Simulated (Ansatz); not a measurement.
I need a short molecular-dynamics run of CH2F2, SMILES FCF. Use the Ansatz DFT code, driven from Python. Settings: PBE0, 6-31G basis, multiplicity 1.

```yaml
atoms:
  - { symbol: F, position_ang: [-1.0268, 0.1849, 0.7304] }
  - { symbol: C, position_ang: [-0.0115, -0.0118, -0.0803] }
  - { symbol: F, position_ang: [1.0292, -0.1880, 0.7171] }
  - { symbol: H, position_ang: [-0.1083, -0.9054, -0.6651] }
  - { symbol: H, position_ang: [0.1673, 0.8467, -0.7435] }
```

Script `run_md.py`:
```python
"""A short Born-Oppenheimer trajectory of CH2F2."""

import ansatz as az
import numpy as np

geometry = (
    az.Crystal.molecule()
    .atom("F", [-1.0268, 0.1849, 0.7304])
    .atom("C", [-0.0115, -0.0118, -0.0803])
    .atom("F", [1.0292, -0.188, 0.7171])
    .atom("H", [-0.1083, -0.9054, -0.6651])
    .atom("H", [0.1673, 0.8467, -0.7435])
)

job = (
    geometry.calculation()
    .basis(gaussian="6-31G")
    .functional("pbe0")
    .md("nve", timestep=0.5, steps=40, temperature=200, initial_velocities="maxwell_boltzmann", seed=86)
)
frames = []
result = job.session().plan().execute(on_event=lambda e: frames.append(e["data"]) if e["event"] == "md_step" else None)
print("t (fs)   E_pot (eV)      E_kin (eV)   T (K)   d(0-1) (A)")
for f in frames[::2]:
    xyz = np.array(f["positions_ang"])
    print(f"{f['time_fs']:6.2f} {f['lagrangian_ev']:14.5f} {f['e_kin_ev']:10.5f} {f['temperature_k']:8.1f} {np.linalg.norm(xyz[0] - xyz[1]):9.4f}")
kept = np.array([f["conserved_ev"] for f in frames])
print(f"conserved energy moves by at most {1000 * np.ptp(kept):.3f} meV")
symbols = [site.symbol for site in geometry.cartesian_sites]
with open("last_frame.xyz", "w") as handle:
    handle.write(f"{len(symbols)}\nt = {frames[-1]['time_fs']} fs\n")
    handle.writelines("{:2s} {:10.5f} {:10.5f} {:10.5f}\n".format(s, *xyz) for s, xyz in zip(symbols, frames[-1]["positions_ang"]))
```

Running `python run_md.py` prints:
```text
t (fs)   E_pot (eV)      E_kin (eV)   T (K)   d(0-1) (A)
  0.00    -6494.51765    0.07756    200.0    1.3141
  1.00    -6494.51599    0.07585    195.6    1.3170
  2.00    -6494.53630    0.09608    247.8    1.3240
  3.00    -6494.57386    0.13358    344.5    1.3347
  4.00    -6494.62376    0.18337    472.9    1.3483
  5.00    -6494.67902    0.23849    615.0    1.3642
  6.00    -6494.73011    0.28943    746.4    1.3813
  7.00    -6494.76719    0.32642    841.8    1.3988
  8.00    -6494.78438    0.34366    886.2    1.4157
  9.00    -6494.78368    0.34310    884.8    1.4313
 10.00    -6494.77255    0.33205    856.3    1.4450
 11.00    -6494.75534    0.31481    811.8    1.4564
 12.00    -6494.73062    0.29009    748.1    1.4652
 13.00    -6494.69853    0.25812    665.6    1.4715
 14.00    -6494.66544    0.22517    580.7    1.4751
 15.00    -6494.63976    0.19956    514.6    1.4762
 16.00    -6494.62565    0.18541    478.1    1.4749
 17.00    -6494.62113    0.18082    466.3    1.4712
 18.00    -6494.62191    0.18159    468.3    1.4654
 19.00    -6494.62770    0.18746    483.4    1.4575
 20.00    -6494.64327    0.20307    523.7    1.4480
conserved energy moves by at most 0.677 meV
```

It writes `last_frame.xyz`:
```text
5
t = 20.0 fs
F    -1.17870    0.20825    0.73598
C    -0.02146   -0.00503   -0.10774
F     1.18970   -0.21439    0.73013
H    -0.20383   -0.90233   -0.65633
H     0.21951    0.82030   -0.77615
```

Notes:
- Total energies depend on the basis set; only differences at equal settings carry meaning.
- The trajectory is only some femtoseconds long, so its temperature is not equilibrated; where the script doesn't relax first, it starts from a rough generated geometry.
- The temperature counts the internal degrees of freedom alone.
- Hardware and time: 26 s on 1 thread of Arm Neoverse V1, with other jobs on the host, peak memory 0.15 GiB.

(Lines on the test bed's own set-up are left out of the output.)
